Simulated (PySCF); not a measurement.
This PySCF input (PBE/cc-pVQZ) gives -93.32730 Eh with 140 basis functions.

```python
import numpy as np, basis_set_exchange as bse
from pyscf import gto, scf, dft, df

basis = {'C': gto.basis.parse(bse.get_basis('cc-pVQZ', elements=['C'], fmt='nwchem')), 'H': gto.basis.parse(bse.get_basis('cc-pVQZ', elements=['H'], fmt='nwchem')), 'N': gto.basis.parse(bse.get_basis('cc-pVQZ', elements=['N'], fmt='nwchem'))}
mol = gto.M(
    atom='''
    C    -0.00000000   -0.00000000   -0.73641303
    N     0.00000000    0.00000000    0.42763309
    H     0.00000000    0.00000000    1.42504654
    ''',
    basis=basis,
    charge=0,
    verbose=4,
    max_memory=2160,
)
mf = dft.RKS(mol, xc='pbe')
mf.grids.level = 3
mf = mf.density_fit(auxbasis=df.autoaux(mol))
mf.conv_tol = 1e-9
mf.max_cycle = 100
print('smallest overlap eigenvalue', np.linalg.eigvalsh(mol.intor('int1e_ovlp'))[0])
mf.kernel()
dip = mf.dip_moment()
```

Change:
```diff
- basis = {'C': gto.basis.parse(bse.get_basis('cc-pVQZ', elements=['C'], fmt='nwchem')), 'H': gto.basis.parse(bse.get_basis('cc-pVQZ', elements=['H'], fmt='nwchem')), 'N': gto.basis.parse(bse.get_basis('cc-pVQZ', elements=['N'], fmt='nwchem'))}
+ basis = {'C': gto.basis.parse(bse.get_basis('jun-cc-pV(T+d)Z', elements=['C'], fmt='nwchem')), 'H': gto.basis.parse(bse.get_basis('jun-cc-pV(T+d)Z', elements=['H'], fmt='nwchem')), 'N': gto.basis.parse(bse.get_basis('jun-cc-pV(T+d)Z', elements=['N'], fmt='nwchem'))}
```

Q: What does the run give now?

A: -93.32132 Eh (PBE/jun-cc-pV(T+d)Z, 92 functions), a change of +5.98 mEh.
